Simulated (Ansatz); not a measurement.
**HSO (quartet): the correlation ladder, cc-pVDZ**

Aim: climb from Hartree-Fock through coupled cluster and multireference methods for HSO (quartet) at one geometry and basis, and see what each rung misses.

Method: cc-pVDZ, core rule «outside noble gas», up to 6 orbitals frozen; program: Ansatz 0.2.0, Gaussian basis.

The runs, in order: UHF; CCSD(T) on ROHF; CCSD(T) on UHF; BCCD(T) on ROHF; CISD; CCSDT(Q) on ROHF; CCSDT(Q) on UHF; CCSDTQ on ROHF; CASSCF and MRCISD+Q, 13 electrons in 9 orbitals; CASSCF and MRCISD+Q(relaxed), 13 electrons in 9 orbitals; CASSCF and NEVPT2, 13 electrons in 9 orbitals.

5 further runs of the same task are left out: 5 set aside as unsound or not needed.

## 1. The system

The geometry is a PBE0/def2-TZVP stationary point (not a proven minimum) of the parent state, kept for this charge and spin.

3 atoms, charge 0, spin multiplicity 4.

Atoms are counted from 1 here; the program's logs count them from 0.

Bond lengths: O1–S2 1.625 Å, O1–H3 0.966 Å. Angles: S2–O1–H3 108.8°.

## 2. UHF

File in.yaml:

```yaml
crystal:
  periodic: [false, false, false]
  atoms:
    - {symbol: O, position_ang: [0.000000, -0.103148, 1.050404]}
    - {symbol: S, position_ang: [0.000000, 0.026845, -0.569167]}
    - {symbol: H, position_ang: [0.000000, 0.783293, 1.433123]}
basis:
  gaussian: {orbitals: cc-pVDZ}
magnetization: {spin_polarized: true, initial_magnetization: 3}
hamiltonian: {xc: hf}
output: {orbitals: {seedname: orbitals}}
```

Started as:

```console
> ansatz run in.yaml --threads 1 --pin off --events-out ev --progress --plain --max-ram 2816MiB --backend cpu
```

After this run come: CCSD(T) on ROHF; CCSD(T) on UHF; BCCD(T) on ROHF; CISD; CCSDT(Q) on ROHF; CCSDT(Q) on UHF; CCSDTQ on ROHF; CASSCF and MRCISD+Q, 13 electrons in 9 orbitals; CASSCF and MRCISD+Q(relaxed), 13 electrons in 9 orbitals; CASSCF and NEVPT2, 13 electrons in 9 orbitals.

**Question.** What will the summary of the whole plan be? Wanted: RCCSDTQ below the RHF energy; RMP2 from RCCSDTQ; UMP2 from RCCSDTQ; RCCSD from RCCSDTQ; RCCSD(T) from RCCSDTQ; UCCSD(T) from RCCSDTQ; RCCSDT(Q) from RCCSDTQ; UCCSDT(Q) from RCCSDTQ; NEVPT2 valence from RCCSDTQ.

The runs gave:

| quantity | value |
| --- | --- |
| RCCSDTQ below the RHF energy | -8.9046 eV |
| RMP2 from RCCSDTQ | +17.63 kcal/mol |
| UMP2 from RCCSDTQ | +18.56 kcal/mol |
| RCCSD from RCCSDTQ | +6.16 kcal/mol |
| RCCSD(T) from RCCSDTQ | +0.96 kcal/mol |
| UCCSD(T) from RCCSDTQ | +0.98 kcal/mol |
| RCCSDT(Q) from RCCSDTQ | -0.01 kcal/mol |
| UCCSDT(Q) from RCCSDTQ | -0.08 kcal/mol |
| NEVPT2 valence from RCCSDTQ | +29.84 kcal/mol |
| MRCISD+Q valence from RCCSDTQ | +2.49 kcal/mol |
| MRCISD+Q(relaxed) valence from RCCSDTQ | +1.16 kcal/mol |
| levels within 1 kcal/mol (43 meV) | RCCSD(T), UCCSD(T), BCCD(T), RCCSDT, UCCSDT, RCCSDT(Q), UCCSDT(Q) |
| T1 diagnostic | 0.034 |
| effectively unpaired electrons | 3.01 |

**Reading.** RCCSD(T) misses by +0.96 kcal/mol, 0.5 % of the correlation energy. One determinant dominates. Of the multireference levels listed MRCISD+Q(relaxed) valence comes nearest in total energy (+1.16 kcal/mol), which doesn't show that its space is the better one. These misses are within one basis, not against nature; the frozen cores of restricted and unrestricted runs differ, which can shift their rows.
